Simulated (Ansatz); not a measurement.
# How far each method lies from UCCSDT(Q) for H₃Si–AlH, doublet

Geometry: displaced at random from a stationary point.

```yaml
atoms:
  - { symbol: Si, position_ang: [0.0028, 0.0566, 1.1668] }
  - { symbol: Al, position_ang: [0.0019, -0.1100, -1.3166] }
  - { symbol: H, position_ang: [0.0499, 1.4809, 1.6779] }
  - { symbol: H, position_ang: [1.1460, -0.6712, 1.6785] }
  - { symbol: H, position_ang: [-1.2942, -0.6550, 1.6270] }
  - { symbol: H, position_ang: [-0.0315, 1.2133, -2.2506] }
```

Basis cc-pVDZ; Ansatz 0.2.0. Correlated methods freeze the noble-gas cores, which leaves 11 electrons in 46 orbitals. Prefix R: restricted or restricted open-shell reference; prefix U: unrestricted. Active spaces: frontier = (9e, 9o) about the gap.

Full CI isn't at hand for all of this; UCCSDT(Q) serves as the reference, and is uncertain by the last step of the cluster series or more. The frozen core follows each run's orbitals, which can shift R against U totals by a few meV.

For open shells CISD is restricted-active-space CI with the open shells as a complete middle space.

* UHF ⟨S²⟩: 0.757
* T1 diagnostic (RCCSD): 0.0196
* largest doubles amplitude (RCCSD): 0.037
* T1 diagnostic (UCCSD): 0.0157

```tsv
level	E − E(RHF) (eV)
UHF	-0.0362
RMP2	-4.2088
UMP2	-4.2137
RCCSD	-5.3471
UCCSD	-5.3487
RCCSD(T)	-5.4749
UCCSD(T)	-5.4752
```

Task: Estimate how far UCCSDT(Q) in cc-pVDZ lies from RCCSD(T). The table doesn't fix it; the size of (T) and the diagnostics are the guide.

Result: UCCSDT(Q) in cc-pVDZ lies 37 meV below RCCSD(T), which is 29 % of the (T) step (-128 meV). The diagnostics give no warning, yet the rest is a sizeable part of (T).

The other levels:

| level | E − E(UCCSDT(Q)) (meV) | share of correlation (%) | wall time |
| --- | --- | --- | --- |
| CISD | 597 | 89.17 | 2.9 s |
| BCCD(T) | 36 | 99.34 | 2.2 s |
| RCCSDT | 5 | 99.90 | – |
| UCCSDT | 5 | 99.91 | – |
| RCCSDT(Q) | 0 | 99.99 | 57 s |
| CASSCF (frontier space) | 3977 | 27.84 | – |
| NEVPT2 (frontier space) | 1341 | 75.67 | 6.5 s |
| MRCISD (frontier space) | 348 | 93.69 | – |
| MRCISD+Q (frontier space) | 32 | 99.41 | 11 s |

The correlation energy at UCCSDT(Q), counted from RHF, is -5.512 eV. That run took 47 s on 1 thread of INTEL XEON PLATINUM 8581C, shared host.

Times hold each run's SCF and search for its determinant on a shared host, so for small cases they say little of a method's own cost; they ran on 1 thread of INTEL XEON PLATINUM 8581C. Some runs computed forces too.
